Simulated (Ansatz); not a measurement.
Geometry optimisation, Ansatz 0.2.0, RKS r2SCAN-D4/6-31G*.

Input:

```yaml
crystal:
  periodic: [false, false, false]
  atoms:
    - { symbol: Si, position_ang: [0.0, 0.0, 0.0] }
    - { symbol: H, position_ang: [0.0, 0.0, 1.81] }
    - { symbol: H, position_ang: [1.3768, 0.0, -0.4862] }
    - { symbol: H, position_ang: [-0.6877, 1.1914, -0.4862] }
    - { symbol: H, position_ang: [-0.6877, -1.1914, -0.4862] }
    - { symbol: Cl, position_ang: [-2.306, 0.0, 0.7662] }
    - { symbol: H, position_ang: [-0.9541, 0.0, 1.8716] }
basis:
  gaussian: { orbitals: "6-31G*" }
hamiltonian:
  xc: r2scan
  dispersion: d4
relax:
  f_tol: 0.15
  max_steps: 25
  restrain:
    - { distance: [0, 5], at: 2.13, k: 30.0 }
    - { distance: [6, 1], at: 0.66, k: 30.0 }
    - { distance: [0, 1], at: 2.66, k: 30.0 }
    - { distance: [6, 5], at: 2.57, k: 30.0 }
output:
  orbitals: {}
```

Launched with:

```bash
$ ansatz run input.yaml --threads 1 --pin off --max-ram 2048MiB --backend cpu --events-out ev --progress --plain --runs-dir out
```

Problem. Where does it end, and by what steps?

Solution. It converged. The restraints hold the end off the free minimum. After 8 steps the energy has fallen by 3.337 eV (the restraints' own energy left out); H3 moved furthest, 1.08 Å. Joined: H2–H7 (0.96 → 0.71 Å).

| step | energy less start (eV) | largest force component (eV/Å) | accepted |
| --- | --- | --- | --- |
| 0 | 0.0000 | 2.264 | yes |
| 1 | -0.0234 | 1.661 | yes |
| 2 | -0.3476 | 3.801 | yes |
| 3 | -1.3773 | 3.399 | yes |
| 4 | -2.1115 | 2.142 | yes |
| 5 | -2.7034 | 0.925 | yes |
| 6 | -3.1021 | 0.794 | yes |
| 7 | -3.3079 | 0.967 | yes |
| 8 | -3.3372 | 1.196 | yes |

```xyz
7
Properties=species:S:1:pos:R:3
Si -0.492 0.000 -0.433
H 0.153 0.000 2.167
H 0.739 0.000 0.388
H -0.528 1.224 -1.267
H -0.528 -1.224 -1.267
Cl -2.211 0.000 0.784
H -0.391 0.000 2.619
```

The run took 21 s on 1 thread of Arm Neoverse V2, on a shared host, peak memory 0.12 GiB.
